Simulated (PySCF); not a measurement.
# triplet OF2: levels of theory compared

Wanted: a comparison of 3 runs (UB3LYP/6-31G*, UCAM-B3LYP/cc-pVTZ, UM06-2X/cc-pVTZ) of triplet OF2. 

The calculation is run with PySCF 2.14.0.

1 further run of the same task is left out (set aside as unsound or not needed).

### Step 1. Starting point

OF2 has 3 atoms, charge 0, and is taken as a triplet. SMILES of the parent species: `FOF`. Geometry: relaxed at GFN2-xTB. That shape belongs to the parent species and isn't relaxed for this state.

Bond lengths: F1–O2 1.366 Å, O2–F3 1.366 Å. Angles: F1–O2–F3 106.0°.

### Step 2. The energy at UB3LYP/6-31G(d) (spherical functions) (run 1)

Input file geometry.xyz:

```xyz
3
F2O
F      0.956190    -0.330530     0.490900
O      0.000730     0.544900     0.060070
F     -0.956920    -0.214370    -0.550970
```

Input file run.py:

```python
from pyscf import gto, dft

mol = gto.M(
    atom='geometry.xyz',
    verbose=4,
    spin=2,
    max_memory=1860,
    basis='6-31g*',
)

mf = dft.UKS(mol)
mf.xc = 'b3lyp'
mf.grids.level = 5
mf.conv_tol = 1e-10
mf.kernel()
if not mf.converged:
    mf = mf.newton().run(mf.mo_coeff, mf.mo_occ)

e_final = mf.e_tot
print('E(%s) = %.9f' % ('B3LYP', e_final))
```

Launch:

```
$ OMP_NUM_THREADS=1 python run.py
```

The program printed:

```text
PySCF version 2.14.0

[... 58 lines left out ...]
[... the frontier-level lines of each cycle are left out ...]
[... 17 lines left out ...]
[... 17 lines left out ...]
[... 17 lines left out ...]
[... 1 line left out ...]
cycle= 11 E= -274.509078547428  delta_E= -1.27e-10  |g|= 6.36e-06  |ddm|= 3.3e-05


cycle= 12 E= -274.509078547462  delta_E= -3.47e-11  |g|= 4.83e-06  |ddm|= 1.52e-05


Extra cycle  E= -274.50907854746  delta_E= 2.84e-12  |g|= 9.86e-06  |ddm|= 1.41e-05
converged SCF energy = -274.50907854746  <S^2> = 2.0077558  2S+1 = 3.0051661
E(B3LYP) = -274.509078547
```

Run time: 7.5 s. Hardware: 1 thread of Arm Neoverse V1, shared host; peak memory 0.26 GiB.

### Step 3. The energy at UCAM-B3LYP/cc-pVTZ (run 2)

Input file input.py:

```python
from pyscf import gto, dft

mol = gto.Mole()
mol.atom = '''
F      1.806937    -0.624611     0.927667
O      0.001380     1.029712     0.113516
F     -1.808317    -0.405101    -1.041182
'''
mol.spin = 2
mol.max_memory = 1860
mol.basis = 'cc-pvtz'
mol.charge = 0
mol.unit = 'bohr'
mol.verbose = 3
mol.build()

mf = dft.UKS(mol, xc='cam-b3lyp')
mf.grids.level = 5
mf.conv_tol = 1e-10
mf.kernel()
if not mf.converged:
    mf = mf.newton().run(mf.mo_coeff, mf.mo_occ)

etot = mf.e_tot
print('E = %.10f Eh' % etot)
```

Launch:

```
$ OMP_NUM_THREADS=1 python input.py
```

The program printed:

```text
WARN: HOMO -0.0898904175145336 >= LUMO -0.312226127166443

converged SCF energy = -274.564962316197  <S^2> = 2.0101386  2S+1 = 3.0067514
E = -274.5649623162 Eh
```

Wall time 29 s (1 thread of Arm Neoverse V1, shared host); peak memory 0.45 GiB.

### Step 4. A single-point energy at UM06-2X/cc-pVTZ (run 3)

Input file mol.xyz:

```xyz
3
F2O
F      0.956190    -0.330530     0.490900
O      0.000730     0.544900     0.060070
F     -0.956920    -0.214370    -0.550970
```

Input file run.py:

```python
from pyscf import gto, dft

mol = gto.Mole()
mol.atom = 'mol.xyz'
mol.max_memory = 1860
mol.spin = 2
mol.basis = 'cc-pvtz'
mol.verbose = 3
mol.build()

mf = dft.UKS(mol, xc='m06-2x')
mf.grids.level = 5
mf.conv_tol = 1e-10
mf.kernel()
if not mf.converged:
    mf = mf.newton().run(mf.mo_coeff, mf.mo_occ)

etot = mf.e_tot
print('E(%s) = %.9f' % ('M06-2X', etot))
```

Launch:

```
$ OMP_NUM_THREADS=1 python run.py
```

The program printed:

```text
WARN: HOMO -0.0808111874569235 >= LUMO -0.309959818544661

converged SCF energy = -274.515843901152  <S^2> = 2.0123095  2S+1 = 3.0081951
E(M06-2X) = -274.515843901
```

Wall time 68 s (1 thread of Arm Neoverse V1, shared host); peak memory 0.49 GiB.

### Step 5. The series

| run | level | energy (Eh) | dipole moment (D) | HOMO energy (eV) | ⟨S²⟩ | wall time |
| --- | --- | --- | --- | --- | --- | --- |
| 1 | UB3LYP/6-31G* (spherical functions) | -274.509079 | 0.60 | -4.84 | 2.008 | 7.5 s |
| 2 | UCAM-B3LYP/cc-pVTZ | -274.564962 | 0.77 | -7.29 | 2.010 | 29 s |
| 3 | UM06-2X/cc-pVTZ | -274.515844 | 0.89 | -7.60 | 2.012 | 68 s |

### Step 6. What came out

| quantity | value |
| --- | --- |
| run 3: total energy | -274.51584 Eh |
| run 3: dipole moment | 0.89 D |
| run 3: HOMO energy (highest over α and β) | -7.60 eV |
| run 3: LUMO energy (lowest over α and β) | -4.15 eV |
| run 3: ⟨S²⟩ | 2.012 |

What this shows: The dipole moment (its size) runs from 0.60 D (UB3LYP/6-31G*) to 0.89 D (UM06-2X/cc-pVTZ). The two ends differ in method and basis. Totals of different functionals can't be ranked against each other. All runs together took 1.8 min, the longest 68 s.
